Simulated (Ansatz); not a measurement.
# AlSiHS (singlet): from Hartree-Fock to the top rungs, cc-pVDZ

An exercise on one series of results from a longer session: the logs are not shown, and one member is left open.

Method: cc-pVDZ, core rule «outside noble gas», up to 15 orbitals frozen; program: Ansatz 0.2.0, Gaussian basis.

Plan: UHF; CCSD(T) on RHF; CCSD(T) on UHF; BCCD(T) on RHF; CISD; CCSDT(Q) on RHF; CCSDT(Q) on UHF; CASSCF and MRCISD+Q, 8 electrons in 8 orbitals; CASSCF and NEVPT2, 8 electrons in 8 orbitals.

20 further runs of the same task are left out: 7 that didn't finish, 13 set aside as unsound or not needed. Runs told in other sessions of the task aren't counted.

**What is computed**

The geometry is a PBE0/def2-TZVP stationary point (not a proven minimum) of the parent state, kept for this charge and spin.

4 atoms, charge 0, spin multiplicity 1.

Atoms are counted from 1 here; the program's logs count them from 0.

Bond lengths: S1–Al2 2.199 Å, S1–H4 1.347 Å, Al2–Si3 2.346 Å. Angles: Al2–S1–H4 91.0°, S1–Al2–Si3 178.7°.

Geometry (Å):

```
atom     x (Å)     y (Å)     z (Å)
  S1  -0.00001  -0.37324   1.66950
 Al2   0.00001  -0.30746  -0.52863
 Si3  -0.00001  -0.29120  -2.87500
  H4   0.00000   0.97191   1.73413
```

The first run:

File in.yaml:

```yaml
crystal:
  periodic: [false, false, false]
  atoms:
    - {symbol: S, position_ang: [-0.000005, -0.373242, 1.669500]}
    - {symbol: Al, position_ang: [0.000013, -0.307465, -0.528629]}
    - {symbol: Si, position_ang: [-0.000005, -0.291203, -2.875005]}
    - {symbol: H, position_ang: [-0.000003, 0.971910, 1.734134]}
basis:
  gaussian: {orbitals: cc-pVDZ}
magnetization: {spin_polarized: true, initial_magnetization: 0}
hamiltonian: {xc: hf}
output: {orbitals: {seedname: orbitals}}
```

The run is started by

```
$ ansatz run in.yaml --threads 1 --pin off --events-out ev --progress --plain --max-ram 2393MiB
```

Among the steps run: UHF; CCSD(T) on RHF; CCSD(T) on UHF; BCCD(T) on RHF; CISD; CCSDT(Q) on RHF; CCSDT(Q) on UHF; CASSCF and MRCISD+Q, 8 electrons in 8 orbitals; CASSCF and NEVPT2, 8 electrons in 8 orbitals.

One of the session's tables, all rows but one given; the rest of the session is left out.

```
           method  from RCCSDT(Q) (meV)
              RHF                     ?
              UHF               +7827.8
             RMP2               +1663.9
             UMP2               +1192.7
             CISD               +1550.0
            RCCSD                +471.1
            UCCSD                 +56.4
         RCCSD(T)                +124.2
         UCCSD(T)                -284.6
          BCCD(T)                +123.8
           RCCSDT                 +52.8
           UCCSDT                -489.2
        RCCSDT(Q)                     0
        UCCSDT(Q)                -585.3
  CASSCF frontier               +6771.9
  MRCISD frontier                +929.0
MRCISD+Q frontier                +191.5
```

Q: Estimate the row for RHF from the others.

As computed: from RCCSDT(Q) (meV): +8693.8. In the column «from RCCSDT(Q) (meV)» it is the highest.

Not comparable, so not listed: CASSCF and NEVPT2, 8 electrons in 8 orbitals (they don't share determinant, frozen orbitals or solution with the rows shown, or repeat one).

Caveats from the session: The determinant of HF (⟨S²⟩ 1.02) is far from a pure spin state, so its energy mixes those of several spin states; that is harmless only where they are near-degenerate. The determinant of CCSD(T) (⟨S²⟩ 1.02) is far from a pure spin state, so its energy mixes those of several spin states; high orders of coupled cluster remove much of that, low ones don't. The determinant of CCSDT(Q) (⟨S²⟩ 1.02) is far from a pure spin state, so its energy mixes those of several spin states; high orders of coupled cluster remove much of that, low ones don't. The program flags UCCSD(T), UCCSDT(Q) as in doubt, so read those rows with care; the flags are large difference. Warnings: restricted reference is unstable; spin contamination; large T1 diagnostic. Restricted and unrestricted rows rest on different reference determinants; a gap between their highest levels can come from leftover correlation error, from unlike frozen cores or from another state. Warnings in the runs' records: passed over end.
